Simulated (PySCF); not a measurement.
Compound: C₄H₆N₂.
SMILES: `c1c[nH]nc1C`

Theory: TDDFT B3LYP/def2-SVPD, vertical, gas phase, core orbitals frozen in the response (PySCF 2.14.0, density-fitted response routines). Isolated species at its GFN2-xTB geometry, gas phase.

What does the calculation give for the low-lying excited states?

| state | E (eV) | ν̃ (cm⁻¹) | f | \|μ\| (D) | main configurations (H = HOMO, L = LUMO) |
| --- | --- | --- | --- | --- | --- |
| S1 | 6.51 | 52520 | 0.0089 | 0.60 | H→L+1 (94%) |
| S2 | 6.56 | 52890 | 0.044 | 1.33 | H-1→L (60%), H→L (19%), H→L+3 (15%) |
| S3 | 6.59 | 53110 | 0.0004 | 0.12 | H-1→L+1 (95%) |
| S4 | 6.76 | 54530 | 0.0036 | 0.37 | H-2→L (97%) |
| S5 | 6.96 | 56120 | 0.0058 | 0.47 | H→L+2 (75%), H-1→L+2 (15%) |
| S6 | 6.98 | 56280 | 0.076 | 1.69 | H→L (60%), H-1→L (19%) |
| S7 | 7.02 | 56610 | 0.013 | 0.69 | H-1→L+2 (78%), H→L+2 (17%) |
| S8 | 7.53 | 60710 | 0.0079 | 0.53 | H-2→L+1 (96%) |

Triplets, Tamm–Dancoff:

```tsv
state	E (eV)	λ (nm)	main configurations (H = HOMO, L = LUMO)
T1	4.74	261.5	H→L (82%), H-1→L (11%)
T2	5.21	237.9	H-1→L (85%), H→L (11%)
T3	6.00	206.7	H-2→L (90%), H-2→L+3 (8%)
```

The lowest singlet lies at 6.51 eV (190 nm, vacuum ultraviolet) and is weak; its leading configuration is HOMO→LUMO+1 (94%). The strongest level in the table is S6 at 6.98 eV (178 nm, f = 0.076). Löwdin shares by element: HOMO nitrogen 47%, carbon 38% or more (atoms not listed hold the other 15%); LUMO nitrogen 40%, carbon 38% or more (atoms not listed hold the other 22%). Weighted by f, the mean energy of these states is 6.86 eV. The listed states span 1.02 eV, and the widest gap between neighbours is 0.51 eV (S7 to S8). Orbital energies (eV): HOMO-3 -10.22, HOMO-2 -7.85, HOMO-1 -6.96, HOMO -6.90, LUMO 0.30, LUMO+1 0.60, LUMO+2 0.92. No computed singlet lies in the visible range (380 to 750 nm); the lowest, at 190 nm, stands 3.25 eV above its violet end (3.26 eV). The window holds the lowest 8 singlets.
